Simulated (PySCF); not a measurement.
# C$_{3}$H$_{2}$O$_{2}$: calculation and literature

Geometry (Å), atoms numbered from 1 in this order:
```xyz
7

C     1.9107    0.1419   -0.0382
C     0.7310   -0.0425    0.0758
C    -0.6750   -0.3278    0.2237
O    -1.1303   -1.4225    0.4190
O    -1.4177    0.7800    0.1155
H     2.9423    0.3124   -0.1423
H    -2.3577    0.5634    0.2190
```

Calculated, not measured (PySCF 2.14.0 with density-fitted response routines): σ from GIAO-PBE0/pcSseg-1, GFN2-xTB structure. Single conformer, no relativistic terms, gas phase.

Reference values: measured (solution, not stated per compound (mostly CDCl3 or CCl4); Pretsch, Buehlmann, Badertscher, Structure Determination of Organic Compounds, 4th ed. (2009)).
```csv
atoms,quantity,reference,computed,"computed, scaled"
C1,δ ¹³C,78.6,84.6,80.2
C2,δ ¹³C,74.0,77.9,73.8
```

Computed shifts are σ(ref) − σ with the named reference compound (TMS for H and C) calculated as an isolated molecule at the same level. The measured values may be among those fitted. Empirical linear scaling, fitted to shifts measured mostly in CDCl3 for H and C (δ vs TMS): ¹³C: δ = 179.97 − 0.974σ (rms 2.1 ppm, 958 shifts, 2.3 ppm with the 13 outliers that the fit left out). A few per cent of atoms miss by over 2 rms, more outside the fitted compound classes.

**Question.** How far are the unscaled ¹³C shifts from the references?

**Answer.** Mean signed difference +4.95 ppm, mean absolute 4.95 ppm over 2 comparisons; the largest is +6.0 ppm at C1 (terminal alkyne carbon).
